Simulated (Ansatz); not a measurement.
Harmonic frequencies (cm⁻¹) at PBE0-D4/def2-TZVP from Ansatz: 144, 162, 212, 322, 353, 459, 479, 530, 651, 708, 746, 788, 969, 971, 1208, 1341, 1414, 1441, 1444, 2197, 3073, 3176, 3194, 3470.

(1) Which molecule is it?
A. `OC1(O)C=CS1`
B. `C#CCOC=C`
C. `O=S1(=O)C=CC1`
D. `C#CS(C)(=O)=O`

## Answers

(1) D.
